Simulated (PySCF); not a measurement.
# Neon: a sound run and one with changed settings

Sound run: Ne [Ne], Ne⁺ [He] 2s2 2p5. Computed with PySCF 2.14 in aug-cc-pVDZ, with the non-relativistic Hamiltonian (point nucleus). In the sound run the correlated levels freeze 1s2. The sound run starts from symmetry-adapted Hartree-Fock orbitals and uses a fine grid where one is needed.

Changed run: basis STO-3G. This setting is unsound on purpose.

```json
{"species": "Ne", "method": "UHF", "sound run (hartree)": "-128.49635", "changed run (hartree)": "-126.60453", "converged": "yes"}
{"species": "Ne", "method": "PBE0", "sound run (hartree)": "-128.82056", "changed run (hartree)": "-126.85545", "converged": "yes"}
{"species": "Ne", "method": "MN15", "sound run (hartree)": "-128.84281", "changed run (hartree)": "-126.43355", "converged": "yes"}
{"species": "Ne", "method": "MP2", "sound run (hartree)": "-128.70322", "changed run (hartree)": "-126.60453", "converged": "yes"}
{"species": "Ne⁺", "method": "UHF", "sound run (hartree)": "-127.76688", "changed run (hartree)": "-126.06147", "converged": "yes"}
{"species": "Ne⁺", "method": "PBE0", "sound run (hartree)": "-128.02789", "changed run (hartree)": "-126.27184", "converged": "yes"}
{"species": "Ne⁺", "method": "MN15", "sound run (hartree)": "-128.04349", "changed run (hartree)": "-125.85125", "converged": "yes"}
{"species": "Ne⁺", "method": "MP2", "sound run (hartree)": "-127.90903", "changed run (hartree)": "-126.06147", "converged": "yes"}
```

Ionisation energy of Ne:

| method | sound run (eV) | changed run (eV) |
| --- | --- | --- |
| UHF | 19.850 | 14.777 |
| PBE0 | 21.570 | 15.881 |
| MN15 | 21.751 | 15.845 |
| MP2 | 21.611 | 14.777 |
| SCS-MP2 | 21.466 | 14.777 |

A minimal basis cannot let orbitals breathe on ionisation and holds almost no correlation.

For comparison, NIST gives 21.565 eV between the lowest levels.
